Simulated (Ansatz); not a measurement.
Reaction (formal hydrolysis of the Si–N bond): `N[Si]F` + H₂O → `O[Si]F` + NH₃

Program: Ansatz. Geometries: PBE0-D4/def2-TZVP. ΔE: electronic, gas phase. CCSD(T)/CBS is frozen-core, at the limit of the def2 triple- and quadruple-zeta sets. Functionals use def2-TZVPP. One conformer a species, not always the lowest.

```csv
species,r2SCAN-D4 energy (Eh)
`N[Si]F`,-445.33862
H₂O,-76.42324
`O[Si]F`,-465.22793
NH₃,-56.54866
```

(1) Work out ΔE.

Largest T1 diagnostic among the species: 0.015.

Results:

(1) ΔE = (-465.22793) + (-56.54866) − (-445.33862) − (-76.42324) = -0.01473 Eh = -9.2 kcal/mol. CCSD(T)/CBS gives -9.0 kcal/mol.

Leaving LDA and LC-ωPBE aside and taking each functional with its dispersion term where it has one, the values, not all of them listed here, spread over 1.7 kcal/mol, from B97M-V to revPBE-D4.
